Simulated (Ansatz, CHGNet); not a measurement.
**Wurtzite ZnO, elastic constant C66**

Reference value: 44.6 GPa (measured, temperature not stated, no zero-point or thermal correction; as tabulated in Oses et al. (2018), arXiv:1811.08464).

Put these levels in order of the elastic constant C66 that they give for wurtzite ZnO, smallest first: CHGNet-r²SCAN, LDA (Ansatz, a program for electronic structure), PBE0 (Ansatz).

CHGNet-r²SCAN (24.6 GPa), LDA (41.1 GPa), PBE0 (45.9 GPa)

Unless a cell is named, each level is at its own relaxed cell (CHGNet-r²SCAN 11.87, LDA 11.33, PBE0 11.92 Å³/atom).

Differences against the reference: CHGNet-r²SCAN -45 %, LDA -7.8 %, PBE0 +2.9 %.

The reference isn't brought to a static lattice, while the calculations are for one, so the differences are not the levels' errors alone.  Each level is taken at its own relaxed cell. K meshes differ between the levels. Ansatz's density-functional and Hartree–Fock values are scalar-relativistic unless marked +SOC, with PAW data made under PBE.

Machine-learned potentials (CHGNet-r²SCAN) are trained on DFT data: a solid inside that data is no test of them.

Differences are worked out from the printed values.
